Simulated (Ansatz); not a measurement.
Relaxation of CH$_{2}$NSi (5 atoms, charge 0, multiplicity 2), to a largest force component of 0.015 eV/Å in at most 40 steps.

Computed with UKS B3LYP/def2-mTZVP (Ansatz 0.2.0).

```xyz
5
Properties=species:S:1:pos:R:3
N -1.308 -0.563 -0.179
C -0.269 0.012 0.087
Si 1.443 0.138 0.591
H -1.561 -1.168 -0.947
H 1.695 1.582 0.448
```

Where does it end, and by what steps?

The run converged. After 14 steps the energy has fallen by 0.205 eV; H5 moved furthest, 0.31 Å.

```json
{"step": "0", "energy less start (eV)": "0.0000", "largest force component (eV/Å)": "1.674", "accepted": "yes"}
{"step": "1", "energy less start (eV)": "-0.0956", "largest force component (eV/Å)": "0.834", "accepted": "yes"}
{"step": "2", "energy less start (eV)": "-0.1204", "largest force component (eV/Å)": "1.257", "accepted": "yes"}
{"step": "3", "energy less start (eV)": "-0.1891", "largest force component (eV/Å)": "0.516", "accepted": "yes"}
{"step": "4", "energy less start (eV)": "-0.1976", "largest force component (eV/Å)": "0.456", "accepted": "yes"}
{"step": "5", "energy less start (eV)": "-0.2045", "largest force component (eV/Å)": "0.106", "accepted": "yes"}
{"step": "6", "energy less start (eV)": "-0.2048", "largest force component (eV/Å)": "0.087", "accepted": "yes"}
{"step": "7", "energy less start (eV)": "-0.2049", "largest force component (eV/Å)": "0.030", "accepted": "yes"}
{"step": "8", "energy less start (eV)": "-0.2046", "largest force component (eV/Å)": "0.079", "accepted": "no"}
{"step": "9", "energy less start (eV)": "-0.2050", "largest force component (eV/Å)": "0.025", "accepted": "yes"}
{"step": "10", "energy less start (eV)": "-0.2050", "largest force component (eV/Å)": "0.032", "accepted": "yes"}
{"step": "11", "energy less start (eV)": "-0.2050", "largest force component (eV/Å)": "0.012", "accepted": "no"}
{"step": "12", "energy less start (eV)": "-0.2051", "largest force component (eV/Å)": "0.030", "accepted": "yes"}
{"step": "13", "energy less start (eV)": "-0.2051", "largest force component (eV/Å)": "0.014", "accepted": "no"}
{"step": "14", "energy less start (eV)": "-0.2051", "largest force component (eV/Å)": "0.004", "accepted": "yes"}
```

```xyz
5
Properties=species:S:1:pos:R:3
N -1.222 -0.548 -0.178
C -0.117 -0.201 0.115
Si 1.557 0.142 0.797
H -1.664 -0.953 -0.994
H 1.445 1.561 0.260
```

Whether the end is a true minimum wasn't checked by a vibrational analysis.

Run time: 2.2 min on 1 CPU thread of a shared host.
